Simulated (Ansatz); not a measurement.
## Breaking a bond in SF (Monosulfur monofluoride)

SF has 2 atoms, charge 0, and is taken as a doublet. As SMILES, `F[S]`. Geometry: relaxed at PBE0-D4/def2-TZVP.

```jsonl
{"atom": "F", "x (Å)": "0.0000", "y (Å)": "0.0000", "z (Å)": "0.0161"}
{"atom": "S", "x (Å)": "0.0000", "y (Å)": "0.0000", "z (Å)": "1.6104"}
```

The F1–S2 distance is scanned; the parts on either side stay rigid. Basis STO-3G, 6 core orbitals frozen in the correlated methods; program Ansatz 0.2.0. FCI is exact within this basis and core. Energies in eV from each method's value at 1.594 Å; open shells run as named. The shape above is that at 1.594 Å.

| distance (Å) | USVWN5 | UPBE | UPBE0 | UHSE06 | UB2PLYP | UCCSDT | UCCSDT(Q) | FCI |
| --- | --- | --- | --- | --- | --- | --- | --- | --- |
| 1.594 | 0.00 | 0.00 | 0.00 | 0.00 | 0.00 | 0.00 | 0.00 | 0.00 |
| 1.993 | 1.26 | 0.99 | 1.33 | 1.33 | 1.40 | 0.72 | 0.72 | 0.72 |
| 2.391 | 3.56 | 3.05 | 2.97 | 2.98 | 2.57 | 1.78 | 1.78 | 1.78 |
| 3.189 | 5.11 | 4.19 | 3.49 | 3.50 | 2.88 | 2.10 | 2.10 | 2.10 |
| 3.986 | 5.21 | 4.27 | 3.52 | 3.53 | 2.90 | 2.11 | 2.11 | 2.11 |

Departure from the FCI curve at its largest: USVWN5 +3.10 eV at 3.99 Å; UPBE +2.16 eV at 3.99 Å; UPBE0 +1.41 eV at 3.99 Å; UHSE06 +1.42 eV at 3.99 Å; UB2PLYP +0.79 eV at 3.99 Å; UCCSDT within 0.005 eV; UCCSDT(Q) within 0.005 eV. For the functionals part of the departure is owed to the small basis.
